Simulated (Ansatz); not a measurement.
Compare A (`C=C=CCC`) with its isomer B (`CC=C=CC`).

Program: Ansatz. Geometries: PBE0-D4/def2-TZVP. ΔE: electronic, gas phase. CBS: MP2 limit from def2 TZ/QZ plus the TZ coupled-cluster correction, frozen cores. Functionals use def2-TZVPP. B3LYP here is the variant with VWN-RPA as its local correlation; programs differ in this. One conformer a species, not always the lowest.

Problem. Which is lower in electronic energy at CCSD(T)/CBS, and by how much? (An estimate is asked.)

Solution. The calculation gave: B, by 1.6 kcal/mol.

Problem. Give E(B) − E(A) in kcal/mol with HF/def2-TZVPP, CCSD/def2-TZVPP, PBE-D4, r2SCAN-D4, CCSD(T)/def2-TZVPP, B3LYP, LDA (SPW92). (An estimate is asked.)

Solution. Ansatz gave: HF/def2-TZVPP -1.7, CCSD/def2-TZVPP -1.5, PBE-D4 -2.4, r2SCAN-D4 -2.1, CCSD(T)/def2-TZVPP -1.6, B3LYP -2.3, LDA (SPW92) -2.4. None reverses the order clearly.

Problem. Does the order hold for the free energy at 298.15 K (harmonic terms from PBE0-D4)? (An estimate is asked.)

Solution. Ansatz gave: Yes: G(B) − G(A) = -1.4 kcal/mol, for one conformer each.

Largest T1 diagnostic: 0.011.

Leaving LDA and LC-ωPBE aside and taking each functional with its dispersion term where it has one, the values, not all of them listed here, spread over 0.7 kcal/mol, from PBE-D4 to ωB97M-V.
